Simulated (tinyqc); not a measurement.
Inside a calculation. Method: RHF in the sto-3g basis, for HF, spin multiplicity 1. One step of it, computed by the program tinyqc.

Question. Iteration 1: building the Fock matrix. J_ij = sum D_kl (ij|kl), K_ij = sum D_kl (ik|jl); F = H + J - 0.5 K; E = tr D H + tr D J / 2 - 0.25 tr D K + E_nn.

D at the start, order 1F 1s, 1F 2s, 1F 2px, 1F 2py, 1F 2pz, 2H 1s:
```
[[2.156762, -0.504874, 0.000000, 0.000000, 0.016012, -0.016396],
 [-0.504874, 2.132271, 0.000000, 0.000000, -0.090603, 0.042564],
 [0.000000, 0.000000, 1.636976, 0.000000, 0.000000, 0.000000],
 [0.000000, 0.000000, 0.000000, 1.636976, 0.000000, 0.000000],
 [0.016012, -0.090603, 0.000000, 0.000000, 1.511321, 0.164758],
 [-0.016396, 0.042564, 0.000000, 0.000000, 0.164758, 1.021059]]
```

core Hamiltonian H = T + V (hartree), order 1F 1s, 1F 2s, 1F 2px, 1F 2py, 1F 2pz, 2H 1s:
```
[[-40.577957, -9.521264, 0.000000, 0.000000, -0.013825, -1.813748],
 [-9.521264, -11.052971, 0.000000, 0.000000, -0.166976, -3.811741],
 [0.000000, 0.000000, -8.714922, 0.000000, 0.000000, 0.000000],
 [0.000000, 0.000000, 0.000000, -8.714922, 0.000000, 0.000000],
 [-0.013825, -0.166976, 0.000000, 0.000000, -8.820466, -2.509075],
 [-1.813748, -3.811741, 0.000000, 0.000000, -2.509075, -5.262095]]
```

Two-electron integrals (ij|kl) in chemists' order, unique and non-zero (hartree):
```
(11|11) 5.403501   (21|11) 0.841920   (21|21) 0.156299   (22|11) 1.268028
(22|21) 0.292344   (22|22) 0.926167   (31|31) 0.027998   (32|31) 0.043169
(32|32) 0.204588   (33|11) 1.264502   (33|21) 0.292403   (33|22) 0.925959
(33|33) 0.997514   (41|41) 0.027998   (42|41) 0.043169   (42|42) 0.204588
(43|43) 0.053770   (44|11) 1.264502   (44|21) 0.292403   (44|22) 0.925959
(44|33) 0.889973   (44|44) 0.997514   (51|51) 0.027998   (52|51) 0.043169
(52|52) 0.204588   (53|53) 0.053770   (54|54) 0.053770   (55|11) 1.264502
(55|21) 0.292403   (55|22) 0.925959   (55|33) 0.889973   (55|44) 0.889973
(55|55) 0.997514   (61|11) 0.161675   (61|21) 0.029747   (61|22) 0.055240
(61|33) 0.055157   (61|44) 0.055157   (61|51) 0.001219   (61|52) 0.002277
(61|55) 0.055413   (61|61) 0.005720   (62|11) 0.393913   (62|21) 0.091970
(62|22) 0.323286   (62|33) 0.318665   (62|44) 0.318665   (62|51) 0.006245
(62|52) 0.047974   (62|55) 0.332217   (62|61) 0.017739   (62|62) 0.136841
(63|31) 0.009814   (63|32) 0.057443   (63|53) 0.010193   (63|63) 0.020676
(64|41) 0.009814   (64|42) 0.057443   (64|54) 0.010193   (64|64) 0.020676
(65|11) 0.261290   (65|21) 0.061811   (65|22) 0.232652   (65|33) 0.222580
(65|44) 0.222580   (65|51) 0.013497   (65|52) 0.090376   (65|55) 0.252535
(65|61) 0.012443   (65|62) 0.120692   (65|65) 0.126345   (66|11) 0.532248
(66|21) 0.126315   (66|22) 0.510865   (66|33) 0.493018   (66|44) 0.493018
(66|51) 0.011219   (66|52) 0.119978   (66|55) 0.545957   (66|61) 0.024541
(66|62) 0.271904   (66|65) 0.278546   (66|66) 0.774606
```

nuclear repulsion = 4.97658819 hartree

Give: Coulomb J; exchange K; Fock matrix F; total energy of this density.

Answer.

Coulomb J (hartree), order 1F 1s, 1F 2s, 1F 2px, 1F 2py, 1F 2pz, 2H 1s:
```
[[20.2165, 3.8368, 0.0000, 0.0000, 0.0095, 0.7309],
 [3.8368, 9.4694, 0.0000, 0.0000, 0.1206, 3.3114],
 [0.0000, 0.0000, 9.4432, 0.0000, 0.0000, 0.0000],
 [0.0000, 0.0000, 0.0000, 9.4432, 0.0000, 0.0000],
 [0.0095, 0.1206, 0.0000, 0.0000, 9.4948, 2.4275],
 [0.7309, 3.3114, 0.0000, 0.0000, 2.4275, 5.4326]]
```

exchange K (hartree), order 1F 1s, 1F 2s, 1F 2px, 1F 2py, 1F 2pz, 2H 1s:
```
[[11.2747, 1.9455, 0.0000, 0.0000, 0.0128, 0.4077],
 [1.9455, 3.1758, 0.0000, 0.0000, 0.1066, 1.3219],
 [0.0000, 0.0000, 2.2843, 0.0000, 0.0000, 0.0000],
 [0.0000, 0.0000, 0.0000, 2.2843, 0.0000, 0.0000],
 [0.0128, 0.1066, 0.0000, 0.0000, 2.3561, 0.8835],
 [0.4077, 1.3219, 0.0000, 0.0000, 0.8835, 1.4284]]
```

Fock matrix F (hartree), order 1F 1s, 1F 2s, 1F 2px, 1F 2py, 1F 2pz, 2H 1s:
```
[[-25.9988, -6.6572, 0.0000, 0.0000, -0.0107, -1.2867],
 [-6.6572, -3.1714, 0.0000, 0.0000, -0.0997, -1.1613],
 [0.0000, 0.0000, -0.4138, 0.0000, 0.0000, 0.0000],
 [0.0000, 0.0000, 0.0000, -0.4138, 0.0000, 0.0000],
 [-0.0107, -0.0997, 0.0000, 0.0000, -0.5037, -0.5233],
 [-1.2867, -1.1613, 0.0000, 0.0000, -0.5233, -0.5437]]
```

total energy of this density = -99.405696 hartree

This density is the starting one; it is not idempotent, so its energy is not variational and may lie below the converged one.
